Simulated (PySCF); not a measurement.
Basis-set dependence of HCl at MP2

PySCF, RHF reference; singlet, unpaired electrons none; De to H + Cl without counterpoise correction. Frozen cores follow the default of each basis and core potential.

```
                      basis     relativity  functions  Re (Å)  ωe (cm⁻¹)  De (eV)  frozen orbitals
                 6-31G(d,p)  no relativity         23   1.269       3125     4.21                5
              jorge-DZP-DKH  spin-free X2C         29   1.285       3042     4.21                5
                aug-pcseg-1  no relativity         36   1.285       3041     4.33                5
aug-cc-pVDZ/aug-cc-pV(D+d)Z  no relativity         41   1.283       3036     4.41                5
                    pcseg-2  no relativity         48   1.269       3065     4.54                5
               x2c-TZVPPall  spin-free X2C         56   1.270       3065     4.54                5
                def2-TZVPPD  no relativity         68   1.271       3062     4.59                5
```

(1) How does each smaller set differ from the one with most functions, def2-TZVPPD?

Correlated steps freeze 5 core orbitals. Correlated levels converge slowly with the basis: in double zeta they bind strong bonds too weakly, by up to about 1 eV, and carry superposition errors of some tenths. Where the molecule has an RHF reference, its open-shell atoms are computed with UHF.

Results:

(1) 6-31G(d,p): -0.2 pm, +2.1 % in ωe, -0.38 eV in De; jorge-DZP-DKH: +1.4 pm, -0.7 % in ωe, -0.38 eV in De; aug-pcseg-1: +1.4 pm, -0.7 % in ωe, -0.26 eV in De; aug-cc-pVDZ/aug-cc-pV(D+d)Z: +1.2 pm, -0.8 % in ωe, -0.18 eV in De; pcseg-2: -0.2 pm, +0.1 % in ωe, -0.05 eV in De; x2c-TZVPPall: -0.1 pm, +0.1 % in ωe, -0.05 eV in De. All at MP2; the set with most functions is neither the basis-set limit nor always the best. The rows treat relativity differently, so the differences are not basis effects alone.
